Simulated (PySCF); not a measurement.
**1,2-elimination**

Start structure (C2H7Al, singlet), relaxed at PBE0-D4/def2-TZVP:

Al1  (-0.680, 0.239, -0.166)
C2  (0.611, 1.462, 0.645)
C3  (-0.188, -1.606, -0.584)
H4  (0.747, -1.654, -1.152)
H5  (-2.164, 0.752, -0.444)
H6  (1.647, 1.197, 0.419)
H7  (0.447, 2.500, 0.342)
H8  (0.509, 1.437, 1.737)
H9  (-0.012, -2.168, 0.340)
H10  (-0.957, -2.138, -1.149)
(Å)

The step: C₂H₇Al ([CH3][AlH][CH3]) → CH₃Al ([CH2][AlH]) + CH₄; bonds formed: C2–H4; bonds broken: Al1–C2, C3–H4. Computed with PySCF 2.14 with density fitting (its default auxiliary sets; JK sets also for MP2 and CCSD(T)) (basis: def2-TZVPP and def2-QZVPP); correlated methods freeze the cores. Extrapolation: Hartree–Fock as exp(−7.88 √X), correlation as X^−2.97. Energies below are by CCSD(T) at an estimated basis limit (MP2 extrapolated from triple and quadruple zeta, plus CCSD(T) − MP2 in triple zeta).

(1) What are the electronic barrier and the energy of the step, from the start structure to the end structure? (To be estimated.)

No T1 diagnostic of these runs exceeds 0.016. The restricted Hartree–Fock reference is unstable towards an unrestricted one at one or more of these structures.

Answers

(1) Computed: Barrier 79.51 kcal/mol; step energy 59.38 kcal/mol (uphill); reverse barrier, their difference, 20.13 kcal/mol. Barrier and step energy count from the start structure, the reverse barrier from the end structure.

The saddle point: One imaginary mode of 1368i cm⁻¹.
```json
{"pair": "C2–H4", "start (Å)": "3.60", "saddle (Å)": "1.36", "end (Å)": "1.10"}
{"pair": "Al1–C2", "start (Å)": "1.95", "saddle (Å)": "2.18", "end (Å)": "2.67"}
{"pair": "C3–H4", "start (Å)": "1.09", "saddle (Å)": "1.65", "end (Å)": "2.87"}
```

Zero-point energy (harmonic, PBE0-D4): ZPE is 48.13 kcal/mol at the start and 45.71 kcal/mol at the saddle, so the barrier goes from 79.51 to 77.10 kcal/mol.

Labels in which every atom is bracketed show which atoms are joined, not bond orders.

For scale, one of the runs: CCSD(T)/def2-TZVPP, 202 basis functions, launched by `OMP_NUM_THREADS=4 python run.py`. Time: 110 s of wall clock on 4 CPU threads of an Intel Xeon 6975P-C; the host was shared. Peak host memory: 2.1 GiB.
